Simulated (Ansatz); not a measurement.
Task: a test of scalar relativity of ClHMg, SMILES [MgH][Cl], with Ansatz 0.2.0 through its Python package. Give the script and its output. Level of theory (for the species named): Hartree-Fock, cc-pVTZ basis, multiplicity 1.

Input file `clhmg.xyz`:
```text
3

Mg   -0.13490   -0.02670   -0.08510
Cl    1.89410   -0.27390    1.00970
H    -1.77020    0.23580   -0.93780
```

The script, `run_x2c.py`:
```python
"""Scalar relativity in ClHMg."""

import ansatz as az
import numpy as np


def main() -> None:
    system = az.Crystal.molecule_from_extxyz("clhmg.xyz")

    setup = (
        system.calculation()
        .functional("hf")
        .scf(lower_state_search="off")
        .forces()
    )
    # a set contracted for a scalar-relativistic Hamiltonian goes with the relativistic run
    sets = {"none": "cc-pVTZ", "scalar": "cc-pVTZ-DK"}
    found = {kind: setup.basis(gaussian=basis).pseudopotentials(relativity=kind).run(threads=1).report for kind, basis in sets.items()}
    for kind, each in found.items():
        dipole = 4.803205 * np.linalg.norm(each["charge_distribution"]["dipole_moment_e_ang"])
        print(f"{kind:7s} E = {each['free_energy_ev']:.4f} eV  dipole {dipole:.3f} D  largest force component {np.abs(each['forces_ev_ang']).max():.4f} eV/A")
    print(f"relativity lowers the total energy by {found['none']['free_energy_ev'] - found['scalar']['free_energy_ev']:.3f} eV")


if __name__ == "__main__":
    main()
```

```console
$ python run_x2c.py
none    E = -17953.4148 eV  dipole 1.859 D  largest force component 1.2083 eV/A
scalar  E = -18000.0684 eV  dipole 1.857 D  largest force component 1.2149 eV/A
relativity lowers the total energy by 46.654 eV
```

The total moves by -46.7 eV, nearly all in the cores, and the dipole from 1.86 to 1.86 D.

These settings explore the input space; basis and method may be short of convergence. The geometry is a force-field or estimated start, not a minimum of this method. The basis set changes with the Hamiltonian (a set recontracted for scalar relativity), and most of the change in the total lies in the cores. The whole script took 1.7 s on 1 thread of Arm Neoverse V1, with other jobs on the host, peak memory 0.17 GiB.
